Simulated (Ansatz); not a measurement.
# CH2AlB: the cost of one run

Computed with Ansatz 0.2.0, Gaussian basis. Level: SPW92/6-31G.

2 further runs of the same task are left out: 2 that didn't finish.

## (1) Starting geometry

5 atoms, charge 0, spin multiplicity 1.

Atoms are counted from 1 here; the program's logs count them from 0.

Bond lengths: B1–C2 1.316 Å, C2–Al3 1.916 Å, Al3–H4 1.554 Å, Al3–H5 1.554 Å. Angles: B1–C2–Al3 176.0°, C2–Al3–H4 123.9°, C2–Al3–H5 124.1°, H4–Al3–H5 112.0°.

Geometry (Å):

```
atom    x (Å)    y (Å)    z (Å)
  B1   0.2912  -1.4111   2.1027
  C2   0.1404  -0.7275   0.9881
 Al3  -0.0781   0.3793  -0.5610
  H4  -1.0680   0.0669  -1.7179
  H5   0.7146   1.6924  -0.8118
```

## (2) Dynamics

md/in.yaml

```yaml
crystal:
  periodic: [false, false, false]
  atoms:
    - {symbol: B, position_ang: [0.291150, -1.411070, 2.102700]}
    - {symbol: C, position_ang: [0.140360, -0.727530, 0.988070]}
    - {symbol: Al, position_ang: [-0.078120, 0.379300, -0.561000]}
    - {symbol: H, position_ang: [-1.068010, 0.066900, -1.717930]}
    - {symbol: H, position_ang: [0.714620, 1.692400, -0.811840]}
basis:
  gaussian: {orbitals: 6-31G}
hamiltonian: {xc: lda}
md: {n_steps: 80, timestep: 0.5, temperature: 700, ensemble: nve, seed: 388, initial_velocities: maxwell_boltzmann}
```

The run is started by

```
> ansatz run in.yaml --threads 2 --pin off --events-out ev --progress --plain --max-ram 3481MiB
```

Q: Estimate wall time and peak memory on 2 threads of AMD EPYC, shared host.

About 2.8 min, with a peak of 0.09 GiB.
